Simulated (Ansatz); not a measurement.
Conformers of C4H5N (`C=CCC#N`), each relaxed with PBE0-D4/def2-TZVP in Ansatz. CBS adds the triple-zeta coupled-cluster correction to the MP2 limit.

Not all of them had a frequency check.

Conformer A:

```xyz
10

C     1.476   -0.089    0.796
C     0.614   -0.304   -0.183
C    -0.875   -0.198   -0.017
C    -1.470    0.741   -0.959
N    -1.927    1.479   -1.712
H     1.150    0.199    1.790
H     2.543   -0.191    0.638
H     0.963   -0.581   -1.173
H    -1.127    0.117    0.999
H    -1.347   -1.173   -0.180
```

Conformer B:

Cartesian coordinates in Å:
```
C 1.309 0.571 0.466
C 0.093 0.208 0.837
C -0.963 -0.363 -0.066
C -0.542 -0.497 -1.450
N -0.196 -0.596 -2.542
H 1.644 0.478 -0.562
H 2.010 0.975 1.185
H -0.218 0.312 1.873
H -1.274 -1.350 0.296
H -1.862 0.264 -0.039
```

Problem. Which is lowest in electronic energy at CCSD(T)/CBS (frozen core, def2 sets), and by how much? (Best estimate.)

Solution. Computed: B; A lies 3.1 kJ/mol higher.

Problem. Give the energies relative to B (kJ/mol) with PBE0-D4/def2-TZVPP, r2SCAN/def2-TZVPP, HF/def2-TZVPP, CCSD/def2-TZVPP, MP2/def2-QZVPP, HF/CBS(def2), CCSD/CBS(def2). (An estimate is asked.)

Solution. Computed: 
| level | A |
| --- | --- |
| PBE0-D4/def2-TZVPP | 3.4 |
| r2SCAN/def2-TZVPP | 3.4 |
| HF/def2-TZVPP | 0.5 |
| CCSD/def2-TZVPP | 2.4 |
| MP2/def2-QZVPP | 3.5 |
| HF/CBS(def2) | 0.5 |
| CCSD/CBS(def2) | 2.8 |
